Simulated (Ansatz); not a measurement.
**NH4⁺ ··· C2H2**

The pair of NH4⁺ (SMILES [NH4+], atoms 1–5) and C2H2 (SMILES C#C, atoms 6–9), both closed shells, in one local arrangement (a lower one may exist), relaxed at PBE0-D4/def2-TZVP:

| atom | x (Å) | y (Å) | z (Å) |
| --- | --- | --- | --- |
| N1 | 0.0649 | 0.0742 | -1.3920 |
| H2 | 1.0076 | -0.1716 | -1.6986 |
| H3 | -0.6058 | -0.5752 | -1.8061 |
| H4 | -0.1545 | 1.0222 | -1.7022 |
| H5 | 0.0093 | 0.0214 | -0.3431 |
| C6 | -0.1917 | -0.6794 | 1.6638 |
| C7 | 0.0336 | 0.4977 | 1.7387 |
| H8 | -0.3946 | -1.7290 | 1.6663 |
| H9 | 0.2311 | 1.5396 | 1.8732 |

Program: Ansatz 0.2.0. Basis: def2-TZVPPD, with def2-QZVPPD for the basis limit. Cores are frozen in the correlated methods. B3LYP uses VWN-RPA correlation. Extrapolation: Hartree–Fock as exp(−7.88 √X), correlation as X^−2.97. Interaction energies count from these two fragments, frozen as in the pair, with the counterpoise correction; negative means bound.

Problem. What is the interaction energy by CCSD(T) at an estimated basis limit (MP2 extrapolated from triple and quadruple zeta, plus CCSD(T) − MP2 in triple zeta)? (An estimate is asked for; the value comes from the calculation.)

Solution. Computed: -48.7 kJ/mol. Hartree–Fock alone gives -37.9 kJ/mol at the basis limit. It counts from the two fragments frozen as in the pair.

The same quantity by other methods in triple zeta, and each one's difference from that estimate:
```json
{"method": "PBE-D4", "E_int (kJ/mol)": "-56.6", "difference": "-7.9"}
{"method": "revPBE-D4", "E_int (kJ/mol)": "-54.3", "difference": "-5.6"}
{"method": "BLYP-D4", "E_int (kJ/mol)": "-52.8", "difference": "-4.1"}
{"method": "r2SCAN-D4", "E_int (kJ/mol)": "-53.5", "difference": "-4.8"}
{"method": "B97M-V", "E_int (kJ/mol)": "-51.6", "difference": "-2.9"}
{"method": "PBE0-D4", "E_int (kJ/mol)": "-55.3", "difference": "-6.6"}
{"method": "B3LYP-D4", "E_int (kJ/mol)": "-52.8", "difference": "-4.1"}
{"method": "HSE06-D4", "E_int (kJ/mol)": "-55.3", "difference": "-6.6"}
{"method": "wB97X-V", "E_int (kJ/mol)": "-50.8", "difference": "-2.1"}
{"method": "wB97M-V", "E_int (kJ/mol)": "-51.3", "difference": "-2.6"}
{"method": "B2PLYP", "E_int (kJ/mol)": "-47.4", "difference": "1.2"}
{"method": "HF", "E_int (kJ/mol)": "-37.6", "difference": "11.1"}
{"method": "MP2", "E_int (kJ/mol)": "-47.8", "difference": "0.9"}
{"method": "CCSD", "E_int (kJ/mol)": "-44.6", "difference": "4.0"}
{"method": "CCSD(T)", "E_int (kJ/mol)": "-46.4", "difference": "2.3"}
```
Differences are method less estimate.

Energy to bend the free fragments (PBE0-D4 minima) into their shapes in the pair, CCSD(T)/def2-TZVPPD: NH4⁺ 1.7 kJ/mol; C2H2 0.5 kJ/mol. This must be added to the interaction energy to get the binding energy from relaxed fragments.

Basis-set superposition shift (counterpoise-corrected less uncorrected): CCSD(T) 2.3; MP2 2.5; HF 0.2; PBE0-D4 0.2; wB97M-V 0.2 kJ/mol.

No T1 diagnostic of these runs exceeds 0.014.

For scale, one of the runs: CCSD(T)/def2-TZVPPD, 213 basis functions, launched by `ansatz run in.yaml --threads 2 --pin off --events-out ev --progress --plain --max-ram 5222MiB`. Hardware: 2 CPU threads of an Arm Neoverse V1, shared host. Wall time 54 s; peak host memory 3.1 GiB.
